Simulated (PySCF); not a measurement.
**NaP, PBE0: how much the basis matters**

PySCF, UKS reference; triplet, unpaired electrons π ↑↑; De to Na + P without counterpoise correction.

```
                      basis     relativity  functions  Re (Å)  ωe (cm⁻¹)  De (eV)  μ (D)
                      3-21G  no relativity         26   2.720        261     1.24  -7.07
                 x2c-SVPall  spin-free X2C         33   2.668        274     1.27  -6.74
                6-311G(d,p)  no relativity         52   2.670        277     1.31  -7.55
aug-cc-pVDZ/aug-cc-pV(D+d)Z  no relativity         59   2.663        278     1.32  -7.29
               x2c-TZVPPall  spin-free X2C         74   2.648        282     1.33  -6.99
```

Task: How does each smaller set differ from the one with most functions, x2c-TZVPPall?

Result: 3-21G: +7.2 pm, -7.4 % in ωe, -0.09 eV in De; x2c-SVPall: +2.0 pm, -2.8 % in ωe, -0.06 eV in De; 6-311G(d,p): +2.2 pm, -1.8 % in ωe, -0.02 eV in De; aug-cc-pVDZ/aug-cc-pV(D+d)Z: +1.5 pm, -1.4 % in ωe, -0.01 eV in De. All at PBE0; the set with most functions is neither the basis-set limit nor always the best. The rows treat relativity differently, so the differences are not basis effects alone.

A positive dipole means Na(−)P(+). 3-21G is very small, so such numbers show the basis as much as the molecule. The state is the lowest determinant that a PBE0 search found; another state may lie lower at other levels.
